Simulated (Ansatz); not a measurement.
Mulliken charges of C3H5F, SMILES `C/C=C\F` from ωB97M-V/def2-TZVPP in Ansatz (PBE0-D4/def2-TZVP geometry).

```csv
atom,x (Å),y (Å),z (Å),charge (e)
C1,-0.395,0.600,-0.892,-0.257
C2,-0.390,-0.313,0.285,-0.150
C3,0.660,-0.601,1.031,0.088
F4,1.875,-0.083,0.795,-0.207
H5,-0.721,0.072,-1.793,0.107
H6,-1.092,1.429,-0.739,0.107
H7,0.595,1.015,-1.079,0.104
H8,-1.318,-0.794,0.574,0.106
H9,0.659,-1.266,1.886,0.102
```

**Question.** By hand: the dipole of these point charges (1 e Å = 4.8032 D).

**Answer.** Σ q r = (-0.375, -0.090, -0.017) e Å, of length 0.386 e Å = 1.85 D.

**Question.** How does the dipole of the full density compare? (Best estimate.)

**Answer.** Computed: (-0.277, -0.073, -0.005) e Å, 1.38 D; the point charges give 1.34 times that, at 2° from its direction.

Point charges leave out the atoms' own dipoles, such as those of lone pairs, and Mulliken's split depends on the basis, so the two needn't agree.
